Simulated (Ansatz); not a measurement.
# Forces away from equilibrium

C2H3O (SMILES [CH2]C=O), doublet, displaced at random from its PBE0-D4/def2-TZVP minimum.

C1  (-0.429, 0.165, -0.360)
C2  (0.412, -0.227, 0.438)
O3  (0.287, -1.122, 1.302)
H4  (-1.435, -0.178, -0.280)
H5  (-0.146, 0.975, -1.271)
H6  (1.508, 0.079, 0.385)
(Å)

Program: Ansatz 0.2.0. Basis: def2-TZVPP. Cores are frozen in the correlated methods; orbitals are unrestricted.

CCSD(T) forces from the calculation:
| atom | Fx | Fy | Fz (eV/Å) |
| --- | --- | --- | --- |
| C1 | -7.242 | 6.336 | -10.091 |
| C2 | 11.318 | -2.946 | 6.679 |
| O3 | -1.367 | -1.318 | 1.330 |
| H4 | -0.674 | -0.119 | -0.209 |
| H5 | -0.899 | -2.419 | 2.744 |
| H6 | -1.136 | 0.466 | -0.452 |

Root-mean-square difference of the force components from those of CCSD(T): PBE-D4 0.318; r2SCAN-D4 0.250; PBE0-D4 0.287; wB97M-V 0.247 eV/Å.

The T1 diagnostic stays at or below 0.030. ⟨S²⟩ of the unrestricted Hartree–Fock references: 0.89 (a pure state has 0.75). The unrestricted reference is spin-contaminated, which hurts MP2 most. These are differences at one structure, and CCSD(T) in triple zeta is itself an approximation.

For scale, one of the runs: CCSD(T)/def2-TZVPP forces, 135 basis functions (an equivalent command: `ansatz run in.yaml --threads 2`). Time: 120 s of wall clock on 2 CPU threads; the host was shared. Peak host memory: 3 GiB.
